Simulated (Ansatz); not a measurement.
Born–Oppenheimer molecular dynamics of BFH2 (4 atoms, charge 0, multiplicity 1). It starts from a relaxed structure.

Level of theory: RKS r2SCAN/def2-SVP (Ansatz 0.2.0).

```json
{"ensemble": "NVE (velocity Verlet)", "time step": "1 fs", "steps asked": "500", "starting velocities drawn for": "300 K", "seed": "399472"}
```

First frame:

```xyz
4
Properties=species:S:1:pos:R:3
B 0.014 0.000 0.008
H -0.034 0.000 1.216
H 1.036 0.000 -0.637
F -1.129 0.000 -0.652
```

Question: How far do the bonds stretch over the last three quarters of this one trajectory? (Pairs bonded in most of those frames.)

Answer: 
```
 bond  mean (Å)  spread (Å)  shortest  longest
B1–H2     1.210       0.012      1.19     1.23
B1–H3     1.210       0.012      1.19     1.23
B1–F4     1.322       0.023      1.28     1.37
```

Mean temperature of the second half: 149 K. The conserved energy stayed within 0.28 meV per atom of its start (net change 0.089 meV per atom), so the integration is sound. Over the second half the temperature averaged 0.50 of the 300 K drawn at the start: a run that starts near a minimum puts about half its kinetic energy into the potential. A run of 0.5 ps of so small a system gives no equilibrium averages.

The run took 5.4 min on 1 thread of Arm Neoverse V2, with other jobs on the host, peak memory 0.084 GiB.
